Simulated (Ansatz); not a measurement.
# SiHO+ (singlet): the correlation ladder, cc-pVTZ

An exercise on one series of results from a longer session: the logs are not shown, and one member is left open.

Computed with Ansatz 0.2.0, Gaussian basis. Level: cc-pVTZ, core rule «outside noble gas», up to 6 orbitals frozen.

The runs, in order: UHF; CCSD(T) on RHF; BCCD(T) on RHF; CCSDT(Q) on RHF.

6 further runs of the same task are left out: 4 for a known fault of the program, 2 set aside as unsound or not needed.

### The geometry

The geometry is a PBE0/def2-TZVP stationary point (not a proven minimum) of the parent state, kept for this charge and spin.

3 atoms, charge 1, spin multiplicity 1.

Atoms are counted from 1 here; the program's logs count them from 0.

Bond lengths: Si1–O2 1.650 Å, O2–H3 0.962 Å. Angles: Si1–O2–H3 118.7°.

Geometry (Å):

```xyz
3
HOSi
Si    0.00000    0.03096    0.63225
O     0.00000   -0.09880   -1.01286
H     0.00000    0.70568   -1.53973
```

Set-up of the first run:

in.yaml

```yaml
crystal:
  periodic: [false, false, false]
  atoms:
    - {symbol: Si, position_ang: [0.000000, 0.030957, 0.632254]}
    - {symbol: O, position_ang: [0.000000, -0.098798, -1.012863]}
    - {symbol: H, position_ang: [0.000000, 0.705682, -1.539731]}
basis:
  gaussian: {orbitals: cc-pVTZ}
total_charge: 1
magnetization: {spin_polarized: true, initial_magnetization: 0}
hamiltonian: {xc: hf}
output: {orbitals: {seedname: orbitals}}
```

Started as:

```sh
ansatz run in.yaml --threads 1 --pin off --events-out ev --progress --plain --max-ram 2816MiB --backend cpu
```

Steps of the session up to this table: UHF; CCSD(T) on RHF; BCCD(T) on RHF; CCSDT(Q) on RHF.

One table of the session follows, with a row left open; its other results are not shown here.

It belongs to the step «Misses and costs». 

| method | from RCCSDT(Q) (kcal/mol) |
| --- | --- |
| RHF | ? |
| RMP2 | +16.43 |
| RCCSD | +8.96 |
| RCCSD(T) | +0.74 |
| BCCD(T) | +0.66 |
| RCCSDT | +0.54 |
| RCCSDT(Q) | 0 |

Estimate the missing values for RHF.

**Answer.** from RCCSDT(Q) (kcal/mol): +214.61. In the column «from RCCSDT(Q) (kcal/mol)» it is the highest.
